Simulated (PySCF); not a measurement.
Molecule: SMILES Fc1ccsc1, C₄H₃FS.

Mapped SMILES: `[F:1][c:2]1[cH:3][cH:4][s:5][cH:6]1`; H(Xn) means a hydrogen on atom n.

Geometry PBE0-D3(BJ)/def2-SVP throughout; GIAO in PySCF 2.14, gas phase, one conformer, non-relativistic; equivalent atoms averaged; basis pcSseg-2.

(1) How do the shifts δ (against CFCl3, TMS, CS2 at the same level) depend on the functional? (ppm; last column core-seconds on shared hosts with different chips, so compare them loosely)

(2) Which nucleus moves most, in ppm?

Answers

(1) 
```csv
functional,kind,F1,C2,C4,C3,C6,S5,H(C4),H(C3),H(C6),core-s
HF,Hartree–Fock,-110.3,166.5,143.5,125.5,115.2,160.1,7.54,7.04,6.88,16
LDA,LDA,-153.7,176.6,136.6,128.4,114.0,235.1,7.15,7.00,6.63,29
PBE,GGA,-147.5,171.2,131.3,123.5,109.1,216.6,7.09,6.94,6.54,40
BLYP,GGA,-149.6,172.5,132.7,123.3,110.0,231.5,7.03,6.88,6.50,42
BP86,GGA,-148.4,170.9,131.4,123.3,109.2,218.5,7.07,6.92,6.52,35
OPBE,GGA,-136.4,164.2,125.7,119.5,104.7,190.7,7.13,6.98,6.55,36
KT2,GGA,-160.4,162.9,122.9,115.5,101.6,197.4,6.99,6.88,6.49,42
KT3,GGA,-149.8,160.9,121.8,114.4,100.8,192.4,7.00,6.86,6.47,40
B97-D,GGA,-144.1,166.7,128.1,119.6,106.5,215.0,7.03,6.88,6.50,42
B3LYP,global hybrid,-138.7,172.6,136.8,125.6,113.6,218.8,7.17,6.95,6.65,27
PBE0,global hybrid,-133.9,171.1,136.1,125.9,113.1,201.5,7.26,7.02,6.72,33
mPW1PW91,global hybrid,-132.8,171.3,136.5,126.1,113.6,202.3,7.24,7.00,6.71,27
WP04,global hybrid,-131.6,171.6,137.8,126.3,117.0,214.9,7.01,6.76,6.55,39
B97-2,global hybrid,-132.9,168.2,133.0,123.1,110.6,199.2,7.20,6.97,6.66,38
BHandHLYP,global hybrid,-126.8,171.5,141.1,127.1,116.5,199.2,7.34,7.02,6.81,41
CAM-B3LYP,range-separated hybrid,-132.2,175.2,141.8,128.8,117.5,215.8,7.31,7.00,6.79,59
wB97X-D,range-separated hybrid,-128.8,172.7,139.5,127.7,115.9,203.1,7.33,7.00,6.77,54
LC-wPBE,range-separated hybrid,-117.8,176.9,145.5,132.5,120.8,195.5,7.46,7.04,6.88,70
```

(2) S5 (aromatic ring sulfur): from 160.1 ppm with HF to 235.1 ppm with LDA. The smallest spread is 0.28 ppm, at H(C3). Proton shifts span only some 12 ppm, so a few tenths of a ppm matter as much there as several ppm in carbon.
